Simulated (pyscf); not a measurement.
H₃Si–O–SiH₂–O–SiH₃ + F–CH•–F → H₃Si–O–SiH•–O–SiH₃ + F–CH₂–F (hydrogen abstraction; doublet surface; H–Si broken, C–H formed). Optimised with ωB97X-D3(BJ)/def2-SVP in PySCF. Energies in kcal/mol from the separated reactants.

```csv
level,barrier,reaction energy
ωB97X-D3(BJ)/def2-TZVP,9.4,-7.5
r²SCAN/def2-TZVP,(withheld),(withheld)
PBE0-D3(BJ)/def2-TZVP,6.6,-9.4
M06-2X/def2-TZVP,(withheld),-10.1
ωB97M-D3(BJ)/def2-TZVP,10.0,-7.6
HF/def2-TZVP,27.2,-3.6
```

Complete the blanks.


- r²SCAN/def2-TZVP, barrier: 6.9
- r²SCAN/def2-TZVP, reaction energy: -8.0
- M06-2X/def2-TZVP, barrier: 9.2

The functionals in the table span 3.4 kcal/mol in this barrier, from PBE0-D3(BJ) to ωB97M-D3(BJ). This is the saddle that the search found; another between the same sides may lie lower. The angle at the transferred H is 146°.
